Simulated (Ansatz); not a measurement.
Geometry optimisation, UKS PBE-D4/STO-3G (Ansatz).

Input:

```yaml
crystal:
  periodic: [false, false, false]
  atoms:
    - { symbol: C, position_ang: [-0.9869, -1.8986, 0.4953] }
    - { symbol: C, position_ang: [-0.5599, -0.8011, 1.1489] }
    - { symbol: O, position_ang: [-0.7353, -0.7781, 2.5012] }
    - { symbol: O, position_ang: [0.1522, 0.3026, 0.6145] }
    - { symbol: C, position_ang: [0.2628, 0.3243, -0.8146] }
    - { symbol: C, position_ang: [0.9795, 1.6387, -1.1436] }
    - { symbol: H, position_ang: [-1.4935, -2.6545, 1.0342] }
    - { symbol: H, position_ang: [-0.9328, -1.9483, -0.5966] }
    - { symbol: H, position_ang: [-0.285, 0.0797, 2.8168] }
    - { symbol: H, position_ang: [0.8725, -0.5175, -1.1004] }
    - { symbol: H, position_ang: [-0.7206, 0.3132, -1.2835] }
    - { symbol: H, position_ang: [1.9666, 1.6817, -0.6153] }
    - { symbol: H, position_ang: [1.0953, 1.7279, -2.2363] }
    - { symbol: H, position_ang: [0.3723, 2.5006, -0.7918] }
magnetization:
  spin_polarized: true
basis:
  gaussian: { orbitals: STO-3G }
hamiltonian:
  xc: pbe
  dispersion: d4
relax:
  f_tol: 0.02
  max_steps: 40
```

Launched with:

```bash
$ ansatz run input.yaml --threads 1 --pin off --max-ram 2048MiB --backend cpu --events-out ev --progress --plain --runs-dir out
```

**Question.** Where does it end, and by what steps?

**Answer.** The run converged. Limits of this set-up: minimal basis. After 6 steps the energy has fallen by 0.410 eV; H9 moved furthest, 0.14 Å.

```tsv
step	energy less start (eV)	largest force component (eV/Å)	accepted
0	0.0000	2.894	yes
1	-0.3554	1.006	yes
2	-0.4001	0.347	yes
3	-0.4011	0.417	yes
4	-0.4084	0.073	yes
5	-0.4094	0.042	yes
6	-0.4096	0.005	yes
```

```xyz
14
Properties=species:S:1:pos:R:3
C -1.039 -1.914 0.454
C -0.569 -0.851 1.162
O -0.685 -0.756 2.576
O 0.097 0.331 0.712
C 0.267 0.340 -0.765
C 0.985 1.666 -1.133
H -1.531 -2.739 0.981
H -0.944 -1.978 -0.633
H -0.224 0.166 2.721
H 0.873 -0.542 -1.092
H -0.729 0.276 -1.271
H 1.974 1.721 -0.640
H 1.132 1.717 -2.228
H 0.380 2.535 -0.815
```

Whether the end is a true minimum wasn't checked by a vibrational analysis.

The run took 25 s on 1 thread of AMD EPYC 7R43 64-Core Processor (Zen 3), with other jobs on the host, peak memory 0.16 GiB.
